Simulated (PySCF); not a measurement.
MgC: from constants to spectrum

PBE0 constants of MgC, ³Π (triplet), unpaired electrons σ ↑, π ↑, a second solution, started from another occupation (Mg cc-pVDZ, C cc-pVDZ; no relativity (PySCF 2.14); masses 23.9850 and 12.0000 u):

| Property | Result |
| --- | --- |
| ωe | 337.3 cm⁻¹ |
| ωexe | 7.64 cm⁻¹ |
| Be | 0.38272 cm⁻¹ |
| αe | 0.00833 cm⁻¹ |

Problem. What force constant and bond length do these constants imply?

Solution. Reduced mass μred = 7.9983 u; k = 5.8918×10⁻⁷·μred·ωe² (u, cm⁻¹, mdyn/Å) = 0.536 mdyn/Å; Re = √(16.8576/(μred·Be)) (u, cm⁻¹, Å) = 2.347 Å.

Problem. Estimate the centrifugal constant D from the Kratzer relation and find the Dunham coefficient a1.

Solution. D = 4Be³/ωe² = 1.97e-06 cm⁻¹; a1 = −1 − αeωe/(6Be²) = -4.20.
